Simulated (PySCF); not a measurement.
**Bond curve of NaH**

Set-up: basis Na x2c-TZVPPall, H x2c-TZVPPall; spin-free X2C with a Gaussian nucleus; PySCF 2.14. Energies in eV from Na + H in their ground configurations at the same level. State: ¹Σ⁺ (singlet), closed shell.

Curves on a restricted Hartree–Fock reference rise too fast on stretching and do not dissociate correctly.

| R (Å) | r²SCAN | RHF-MP2 |
| --- | --- | --- |
| 1.622 | -1.639 | -1.440 |
| 1.697 | -1.768 | -1.559 |
| 1.773 | -1.845 | -1.626 |
| 1.829 | -1.876 | -1.648 |
| 1.886 | -1.887 | -1.651 |
| 1.943 | -1.882 | -1.639 |
| 2.018 | -1.856 | -1.602 |
| 2.112 | -1.798 | -1.533 |
| 2.225 | -1.701 | -1.423 |
| 2.376 | -1.545 | -1.250 |

Put a parabola through the three lowest points of the r²SCAN curve and estimate Re, k and ωe (reduced mass 0.9655 u; 1 eV/Å² = 0.16022 mdyn/Å; ωe = 1302.8·√(k/μ) cm⁻¹).

Through R = 1.829, 1.886, 1.943 Å the second-order coefficient is 2.46 eV/Å², so Re ≈ 1.897 Å, k ≈ 0.789 mdyn/Å and ωe ≈ 1178 cm⁻¹. A polynomial fit of higher order to the unrounded r²SCAN energies gives Re = 1.896 Å, k = 0.771 mdyn/Å, ωe = 1165 cm⁻¹; anharmonicity and rounding make the difference.

The higher-order fit for each curve: r²SCAN: Re = 1.896 Å, ωe = 1165 cm⁻¹, De = 1.89 eV; RHF-MP2: Re = 1.868 Å, ωe = 1213 cm⁻¹, De = 1.65 eV.

Correlated steps freeze 1 core orbital. Where the molecule has an RHF reference, its open-shell atoms are computed with UHF.
